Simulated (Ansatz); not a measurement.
Reaction (SMILES): O (H2O) → 2 H atom + O atom
B3LYP-D3(BJ)/def2-TZVP geometries, fixed; electronic energies without zero-point terms.
Largest species:
```
O
H 1 0.9627
H 1 0.9627 2 105.24
```

Basis-set convergence of the atomisation energy at PBE0 with Ansatz (a program for electronic structure). All functions are spherical. The program fits the integrals of some runs and decomposes those of others, by size. Open shells are unrestricted. No added dispersion term, no relativity. Functions are those of the species that has most. Reference: the value in aug-cc-pV5Z, 227.22 kcal/mol, itself unsure by roughly 0.04 kcal/mol (its mean distance from pcseg-4, aug-pcseg-3, aug-cc-pVQZ). Deviations are taken from unrounded values.

```
basis        functions
-----------  ---------
def2-SV(P)          18
def2-SVP            24
def2-SVPD           39
def2-TZVP           43
def2-TZVPD          58
def2-TZVPP          59
def2-TZVPPD         74
def2-QZVPP         117
def2-QZVPPD        132
```

Question: Which is the smallest def2 set listed that can be trusted to 4 kcal/mol here, that is, within that of the reference together with its larger relatives (same family, alike in diffuse functions; a set with none to test it counts only in the reference's own line)?

Answer: The smallest set listed that lies within 4 kcal/mol of the reference with all its larger relatives (same family, alike in diffuse functions; a set with none counts only in the reference's own line) is def2-SVPD (39 functions, 0.66 kcal/mol off). Value minus reference: def2-SV(P) -19.93, def2-SVP -7.12, def2-SVPD 0.66, def2-TZVP -3.42, def2-TZVPD -1.60, def2-TZVPP -1.26, def2-TZVPPD -0.08, def2-QZVPP -0.46, def2-QZVPPD -0.10 kcal/mol.
